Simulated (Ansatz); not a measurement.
Molecule: C4H9, charge 0, multiplicity 2. It need not be the lowest isomer of its formula. SMILES: [CH2]CCC
Structure (B3LYP-D3(BJ)/def2-TZVP (Ansatz, a quantum-chemistry and plane-wave program) minimum search):
```xyz
13

C      0.6387     1.8934     0.0020
C      0.7076     0.4108    -0.0009
C     -0.6787    -0.2722     0.0001
C     -0.5782    -1.7946    -0.0010
H     -1.5667    -2.2577     0.0002
H      0.5111     2.4413     0.9261
H      0.5660     2.4496    -0.9230
H     -0.0403    -2.1538     0.8796
H     -0.0430    -2.1527    -0.8837
H      1.2583     0.0602    -0.8800
H      1.2586     0.0572     0.8775
H     -1.2414     0.0662    -0.8742
H     -1.2393     0.0649     0.8764
```
Charge 0, spin multiplicity 2.

Question: Give the harmonic wavenumbers at B3LYP-D3(BJ)/def2-TZVP (Ansatz, finite differences of forces, unscaled).

Answer: 56, 126, 241, 260, 403, 547, 739, 806, 870, 953, 1026, 1067, 1095, 1198, 1286, 1299, 1329, 1361, 1412, 1468, 1488, 1494, 1498, 1508, 3001, 3025, 3027, 3031, 3057, 3088, 3091, 3141, 3239 cm⁻¹. Zero-point energy 73.2 kcal/mol.

Question: From these and the geometry, give the ideal-gas thermochemistry at 298.15 K and 1 atm (rigid rotor, harmonic oscillator).

Answer: Point group C1, rotational symmetry number 1. Rotational constants 24.67, 3.791, 3.584 GHz. S(trans) 38.05, S(rot) 24.38, S(vib) 13.74, S(elec, spin only) 1.38, S 77.5 cal/(mol K). H(298) - H(0) 4.53 kcal/mol; G - E(el) 54.6 kcal/mol.
